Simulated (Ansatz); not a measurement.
A run of Ansatz (development build ahead of 0.2.0) on triplet Al2O at this shape:

```xyz
3

Al    0.0000    0.0000    0.0000
Al    0.0000    0.0000    4.3560
O     0.0000    3.0506   -1.4225
```

Its results:

| Property | Result |
| --- | --- |
| Converged | yes |
| Total energy | -558.51483 hartree |
| Spin squared of the determinant | 2.000 |
| Stability test | minimum among restricted orbitals |

**Question.** Which input gives this output? Name the method, the orbitals and the basis set, and write the input.

**Answer.** ROHF in pcseg-2.

```yaml
crystal:
  periodic: [false, false, false]
  atoms:
    - { symbol: Al, position_ang: [0.0, 0.0, 0.0] }
    - { symbol: Al, position_ang: [0.0, 0.0, 4.356] }
    - { symbol: O, position_ang: [0.0, 3.0506, -1.4225] }
basis:
  gaussian: { orbitals: pcseg-2 }
magnetization:
  initial_magnetization: 2
hamiltonian:
  xc: hf
```

Caution: stretched shape with no unrestricted run beside it, a lower state can exist; other spin multiplicities may lie lower.
